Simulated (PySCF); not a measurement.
NMR data simulated for an unnamed compound:

$^{1}$H NMR (400 MHz, computed): δ 7.52 (t, 1H), 7.26 (m, 1H), 4.37 (m, 1H), 4.16 (m, 1H), 2.40 (m, 2H), 1.09 (t, 3H).

$^{13}$C{$^{1}$H} NMR (computed): δ 167.8 (CH), 150.1 (CH), 98.3 (CH2), 27.2 (CH2), 13.1 (CH3).

- GIAO PBE0/pcSseg-1 shieldings
- structure optimised with GFN2-xTB
- run in PySCF
- non-relativistic Hamiltonian, rapidly exchanging positions averaged, one conformer, no solvent

Scale: $^{1}$H (σref 31.72) and $^{13}$C (σref 186.93) against TMS (reference shieldings calculated alike).

Question: Which of these does the molecule contain: a vinyl group CH=CH2, a non-aromatic C=C double bond, an N-methyl group, a C≡C triple bond, a CH3CH2 unit, an OH group?

Answer: 
- A vinyl group CH=CH2: yes (δC 98.3, 150.1; δH 4.37 (m), 4.16 (m), 7.26 (m)).
- A non-aromatic C=C double bond: yes.
- An N-methyl group: no.
- A C≡C triple bond: no.
- A CH3CH2 unit: yes (δC 13.1, 27.2; δH 1.09 (t), 2.40 (m)).
- An OH group: no.

The data belong to `C=C/N=C\CC`, C5H9N; they needn't prove each group on their own.

Carbon signals by region: 1 in the far downfield region (above 160 ppm), 1 in the sp2 and nitrile region (100–160 ppm), 1 at 50–100 ppm, 2 below 50 ppm. Above 160 ppm: 167.8, C=N carbon.

Shifts are as computed. Against solution values, carbons near 30 ppm lie about +3 ppm off and those near 130 ppm about +5 ppm (rms about the fit 2.1 ppm; single classes can miss by 10 ppm). Of 1328 compounds with measured shifts, 309 miss one by over three times the rms of a fit or turn the order of signals round; such compounds aren't used in these exercises. Signals without a measured value on file couldn't be tested in this way; 1H shifts scatter by 0.2 ppm about their fit, and single ones miss by 0.5 ppm. No couplings were computed; multiplicities are counted from neighbouring protons, with m where these are inequivalent, close in shift, in a saturated or five-membered ring or joined by F or P, and br s for small geminal =CH2 splittings.
